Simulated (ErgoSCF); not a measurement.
# AlHOF (SMILES [OH][Al][F]): UKT1/6-31G

Aim: the energy change on altering one bond length of AlHOF at UKT1/6-31G, from 2 runs. 

The calculation is run with ErgoSCF 3.8.

1 further run of the same task is left out (it didn't finish).

**1. The system as given**

AlHOF: 4 atoms, total charge 0, spin state doublet. SMILES: `[OH][Al][F]`. The shape comes from GFN2-xTB, which is rough for such elements, and wasn't checked as a minimum.

Bond lengths: O1–Al2 1.654 Å, Al2–F3 1.689 Å, O1–H4 0.949 Å. Angles: O1–Al2–F3 169.8°, Al2–O1–H4 179.6°.

**2. The energy at UKT1/6-31G**

Input file input.xyz:

```xyz
4
AlFHO
O     -0.506270     0.699430    -0.520320
Al     0.224220    -0.460130     0.405330
F      1.206280    -1.600630     1.172170
H     -0.924230     1.361330    -1.057170
```

Input file run.inp:

```
# KT1 on AlFHO
set_nthreads("env")
molecule "input.xyz"
scf.max_number_of_iterations = 100
spin_polarization = 1
basis = "6-31G"
scf.output_mulliken_pop = 1
XC.type = "Turbo"
tmpdir = "."
run "KT1"
```

Launch:

```sh
$ ergo run.inp
```

The log of the run:

```text
[...]
INDF Weighted mixed functional:
[...]
INSC Energy   1 =       -283.41811548053
[...]
INDE PURIFICATION CONVERGED after 32 iterations
[...]
INDE PURIFICATION CONVERGED after 79 iterations
[...]
INDE PURIFICATION CONVERGED after 32 iterations
[...]
INDE E(LUMO) - E(HOMO) <=          0.19972853087 =          5.43489022394 eV
[...]
INSC Energy  23 =       -421.19379365306  ( diff     -0.000000000009379 )
[...]
RESC CONVERGED after  23 iterations.
RESC FINAL ENERGY:       -421.19379365306
RESC FINAL <S2> =          0.75275067925
[...]
INSC SCF: dipole_moment_x [atomic units] =      -0.46191364
INSC SCF: dipole_moment_y [atomic units] =       0.74861622
INSC SCF: dipole_moment_z [atomic units] =      -0.61151269
[...]
```

It took 4.2 s on 1 thread of Arm Neoverse V2, shared host; peak memory 0.26 GiB.

**3. The distorted shape, same level**

Input file mol.xyz:

```xyz
4
AlFHO
O     -0.408044     0.585357    -0.443620
Al     0.322446    -0.574203     0.482030
F      1.206280    -1.600630     1.172170
H     -0.826004     1.247257    -0.980470
```

Input file input.ego:

```
set_nthreads(1)
spin_polarization = 1
basis = "6-31G"
scf.output_mulliken_pop = 1
tmpdir = "."
XC.type = "Turbo"
scf.max_number_of_iterations = 100
molecule "mol.xyz"
run "KT1"
```

Launch:

```sh
$ ergo input.ego
```

The log of the run:

```text
[...]
INDF Weighted mixed functional:
[...]
INSC Energy   1 =       -283.52930242457
[...]
INDE PURIFICATION CONVERGED after 32 iterations
[...]
INDE PURIFICATION CONVERGED after 43 iterations
[...]
INDE PURIFICATION CONVERGED after 32 iterations
[...]
INDE E(LUMO) - E(HOMO) <=          0.16607440585 =          4.51911482468 eV
[...]
INSC Energy  32 =       -421.16739928606  ( diff     -0.000000000002956 )
[...]
RESC CONVERGED after  32 iterations.
RESC FINAL ENERGY:       -421.16739928606
RESC FINAL <S2> =          0.75268197879
[...]
INSC SCF: dipole_moment_x [atomic units] =      -0.35356986
INSC SCF: dipole_moment_y [atomic units] =       0.63672672
INSC SCF: dipole_moment_z [atomic units] =      -0.54269623
[...]
```

Run time: 5.7 s. Hardware: 1 thread of Arm Neoverse V2, shared host; peak memory 0.26 GiB.

**4. Results**

Level: UKT1/6-31G.

| quantity | value |
| --- | --- |
| first shape: total energy | -421.19379 Eh |
| first shape: dipole moment | 2.72 D |
| first shape: ⟨S²⟩ | 0.753 |
| distorted shape: total energy | -421.16740 Eh |
| distorted shape: dipole moment | 2.31 D |
| distorted shape: ⟨S²⟩ | 0.753 |
| energy change with the Al2–F3 bond shortened from 1.689 to 1.520 Å | 0.718 eV |

What this shows: With the Al2–F3 bond shortened from 1.689 to 1.520 Å the energy rises by 0.72 eV (69.3 kJ/mol). The first shape isn't relaxed at this level, so the change isn't measured from a minimum. Mulliken charges (distorted shape) run from -0.79 on O1 to +0.83 on Al2.
